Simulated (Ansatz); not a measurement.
Write a Python script for Ansatz 0.2.0, Python API that makes a composite energy at a relaxed geometry of FH3NSi, SMILES N[SiH]F. Settings (for the species named): B3LYP, def2-SVP basis, multiplicity 2.

```
atom    x (Å)    y (Å)    z (Å)
   N  -0.6817  -0.0807  -0.6474
  Si   0.1297  -0.6062   0.6923
   F   1.6312  -0.3265   0.2952
   H  -0.5678   0.9887  -0.6762
   H  -0.2348  -0.3569  -1.5097
   H  -0.2345   0.3178   1.7996
```

`composite_fh3nsi.py`
```python
# -*- coding: utf-8 -*-
import itertools
import warnings

import ansatz as az
from ase.data import atomic_numbers, covalent_radii
import numpy as np

BASIS = "def2-SVP"
FUNCTIONAL = "b3lyp"


def main():
    warnings.simplefilter("ignore", az.DeckWarning)

    geometry_ang = [
        ("N", (-0.6817, -0.0807, -0.6474)),
        ("Si", (0.1297, -0.6062, 0.6923)),
        ("F", (1.6312, -0.3265, 0.2952)),
        ("H", (-0.5678, 0.9887, -0.6762)),
        ("H", (-0.2348, -0.3569, -1.5097)),
        ("H", (-0.2345, 0.3178, 1.7996)),
    ]
    system = az.Crystal.molecule()
    for symbol, xyz in geometry_ang:
        system = system.atom(symbol, xyz)

    job = (
        system.calculation()
        .basis(gaussian=BASIS)
        .functional(FUNCTIONAL)
        .spin("collinear", total=1)
    )
    symbols = [site.symbol for site in system.cartesian_sites]
    start = np.array([site.position_ang for site in system.cartesian_sites], dtype=float)
    r = job.relax(force_tolerance=0.01, max_steps=100).run(threads=1).report
    end = np.array(r["positions_ang"])
    radius = [covalent_radii[atomic_numbers[s]] for s in symbols]
    span = lambda where, i, j: np.linalg.norm(where[i] - where[j])
    bonded = [(i, j) for i, j in itertools.combinations(range(len(symbols)), 2) if min(span(start, i, j), span(end, i, j)) < 1.2 * (radius[i] + radius[j])]
    print("pair        before    after (A)")
    for i, j in bonded:
        print(f"{symbols[i]}{i}-{symbols[j]}{j}".ljust(10), f"{span(start, i, j):8.4f} {span(end, i, j):8.4f}")

    minimum = az.Crystal.molecule()
    for symbol, place in zip(symbols, end):
        minimum = minimum.atom(symbol, place.tolist())
    at_minimum = minimum.calculation().spin("collinear", total=1)
    level = lambda method, basis: at_minimum.basis(gaussian=basis).correlation(method).run(threads=1).report
    small, large, cluster = level("mp2", "cc-pVDZ"), level("mp2", "cc-pVTZ"), level("ccsd_t", "cc-pVDZ")
    corr = lambda each: (each["free_energy_ev"] - each["reference_energy_ev"]) / 27.211386246
    mp2_limit = (27 * corr(large) - 8 * corr(small)) / 19
    pieces = {"HF / cc-pVTZ": large["reference_energy_ev"] / 27.211386246, "MP2 correlation, DZ-TZ limit": mp2_limit, "CCSD(T) - MP2 / cc-pVDZ": corr(cluster) - corr(small)}
    for name, value in pieces.items():
        print(f"{name:32s} {value:14.6f} Ha")
    print(f"{'sum':32s} {sum(pieces.values()):14.6f} Ha")
    print("T1 diagnostic", round(cluster["correlation"]["coupled_cluster"]["t1_diagnostic"], 4))


if __name__ == "__main__":
    main()
```

```console
$ python composite_fh3nsi.py
pair        before    after (A)
N0-Si1       1.6521   1.7295
N0-H3        1.0758   1.0168
N0-H4        1.0097   1.0163
Si1-F2       1.5781   1.6384
Si1-H5       1.4875   1.5036
HF / cc-pVTZ                        -444.693477 Ha
MP2 correlation, DZ-TZ limit          -0.624174 Ha
CCSD(T) - MP2 / cc-pVDZ               -0.033848 Ha
sum                                 -445.351498 Ha
T1 diagnostic 0.0152
```

What to keep in mind:
- Total energies depend on the basis set; only differences at equal settings carry meaning.
- The sum leaves out core correlation, relativity, the Hartree-Fock basis error and zero-point energy; a DZ-TZ extrapolation is rough.
- The run takes the species as open-shell (spin multiplicity 2), which needn't be its ground state.
- b3lyp holds the VWN-RPA fit, as in Gaussian; the form of ORCA and Turbomole is b3lyp5.
- Inner cores stay frozen, so this is valence correlation.
- For Al to Cl the sets with a tight d function, cc-pV(X+d)Z, are usual.
- The whole script took 58 s on 1 thread of Arm Neoverse V1, on a shared host, peak memory 0.3 GiB.
